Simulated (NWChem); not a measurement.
Everything below was run with NWChem. System: tetrafluoromethane (CF₄), charge 0, spin multiplicity 1, at a geometry optimised with PBE/def2-SVP. Level: BLYP/def2-TZVP.

Input file:

```
start mol
memory heap 200 mb stack 900 mb global 1100 mb
geometry units angstroms nocenter noautoz
  F      0.000000    -1.088892     0.769961
  C      0.000000     0.000000    -0.000003
  F      0.000000     1.088892     0.769961
  F      1.088898     0.000000    -0.769960
  F     -1.088898     0.000000    -0.769960
  symmetry group C2v
end
basis spherical
  * library def2-tzvp
end
dft
  xc becke88 lyp
  semidirect memsize 60000000 filesize 0
  iterations 100
end
task dft energy
```

Part of the output:

```
             Northwest Computational Chemistry Package (NWChem) 7.3.0
             --------------------------------------------------------

                                NWChem Input Module
                                -------------------

 Scaling coordinates for geometry "geometry" by  1.889725989
 (inverse scale =  0.529177249)

 Turning off AUTOSYM since
 SYMMETRY directive was detected!

                             Geometry "geometry" -> ""
                             -------------------------

 Output coordinates in angstroms (scale by  1.889725989 to convert to a.u.)

  No.       Tag          Charge          X              Y              Z
 ---- ---------------- ---------- -------------- -------------- --------------
    1 F                    9.0000     0.00000000    -1.08889200     0.76996100
    2 C                    6.0000     0.00000000     0.00000000    -0.00000300
    3 F                    9.0000     0.00000000     1.08889200     0.76996100
    4 F                    9.0000     1.08889800     0.00000000    -0.76996000
    5 F                    9.0000    -1.08889800     0.00000000    -0.76996000

 Effective nuclear repulsion energy (a.u.)     203.8010396475

            Nuclear Dipole moment (a.u.)
            ----------------------------
        X                 Y               Z
 ---------------- ---------------- ----------------
     0.0000000000     0.0000000000     0.0000000000

      Symmetry information
      --------------------

 Group name             C2v
 Group number             16
 Group order               4
 No. of unique centers     3

      Symmetry unique atoms

     1    2    4


 Summary of "ao basis" -> "" (spherical)
 ------------------------------------------------------------------------------
       Tag                 Description            Shells   Functions and Types
 ---------------- ------------------------------  ------  ---------------------
 *                         def2-tzvp                  on all atoms

                                 NWChem DFT Module
                                 -----------------
[...]
              MO Center= -4.9D-10,  1.1D-10,  9.1D-06, r^2= 2.2D+00
   Bfn.  Coefficient  Atom+Function         Bfn.  Coefficient  Atom+Function
  ----- ------------  ---------------      ----- ------------  ---------------
     6      0.271288  1 F  px                68     -0.271288  3 F  px
   100      0.271285  4 F  py               131     -0.271285  5 F  py
     9      0.214754  1 F  px                71     -0.214754  3 F  px
   103      0.214752  4 F  py               134     -0.214752  5 F  py
    12      0.144844  1 F  px                74     -0.144844  3 F  px

 Vector   22  Occ=0.000000D+00  E= 5.341980D-02  Symmetry=a1
              MO Center=  1.1D-16, -8.9D-17, -4.1D-05, r^2= 4.2D+00
   Bfn.  Coefficient  Atom+Function         Bfn.  Coefficient  Atom+Function
  ----- ------------  ---------------      ----- ------------  ---------------
    36      2.590167  2 C  s                  5     -0.891997  1 F  s
    67     -0.891997  3 F  s                 98     -0.892019  4 F  s
   129     -0.892019  5 F  s                 35      0.841183  2 C  s
    13     -0.321178  1 F  py                75      0.321178  3 F  py
   105      0.321199  4 F  px               136     -0.321199  5 F  px

 Vector   23  Occ=0.000000D+00  E= 1.049094D-01  Symmetry=a1
              MO Center=  7.4D-16, -4.2D-16,  4.6D-05, r^2= 2.6D+00
   Bfn.  Coefficient  Atom+Function         Bfn.  Coefficient  Atom+Function
  ----- ------------  ---------------      ----- ------------  ---------------
    45      1.137730  2 C  pz                42      0.703894  2 C  pz
     5     -0.544706  1 F  s                 67     -0.544706  3 F  s
    98      0.544617  4 F  s                129      0.544617  5 F  s
    39      0.471138  2 C  pz                13     -0.346574  1 F  py
    75      0.346574  3 F  py               105     -0.346552  4 F  px

 Vector   24  Occ=0.000000D+00  E= 1.049097D-01  Symmetry=b2
              MO Center= -1.8D-15, -7.9D-15,  5.6D-02, r^2= 2.6D+00
   Bfn.  Coefficient  Atom+Function         Bfn.  Coefficient  Atom+Function
  ----- ------------  ---------------      ----- ------------  ---------------
    44      1.137733  2 C  py                 5      0.770270  1 F  s
    67     -0.770270  3 F  s                 41      0.703904  2 C  py
    38      0.471133  2 C  py                14     -0.346562  1 F  pz
    76      0.346562  3 F  pz               106     -0.262432  4 F  py
   137     -0.262432  5 F  py                13      0.227681  1 F  py

 center of mass
 --------------
 x =   0.00000000 y =   0.00000000 z =   0.00000004

 moments of inertia (a.u.)
 ------------------
         321.768066544200           0.000000000000           0.000000000000
           0.000000000000         321.769839557299           0.000000000000
           0.000000000000           0.000000000000         321.770849699631

     Multipole analysis of the density
     ---------------------------------

     L   x y z        total         alpha         beta         nuclear
     -   - - -        -----         -----         ----         -------
     0   0 0 0     -0.000000    -21.000000    -21.000000     42.000000

     1   1 0 0     -0.000000     -0.000000     -0.000000      0.000000
     1   0 1 0     -0.000000     -0.000000     -0.000000      0.000000
     1   0 0 1     -0.000007     -0.000003     -0.000003      0.000000

     2   2 0 0    -19.099255    -47.657489    -47.657489     76.215724
     2   1 1 0      0.000000      0.000000      0.000000      0.000000
     2   1 0 1     -0.000000     -0.000000     -0.000000      0.000000
     2   0 2 0    -19.099259    -47.657071    -47.657071     76.214884
     2   0 1 1     -0.000000     -0.000000     -0.000000      0.000000
     2   0 0 2    -19.099246    -47.656825    -47.656825     76.214405

 Task  times  cpu:        8.6s     wall:        8.6s

 Total times  cpu:        8.6s     wall:        8.6s
```
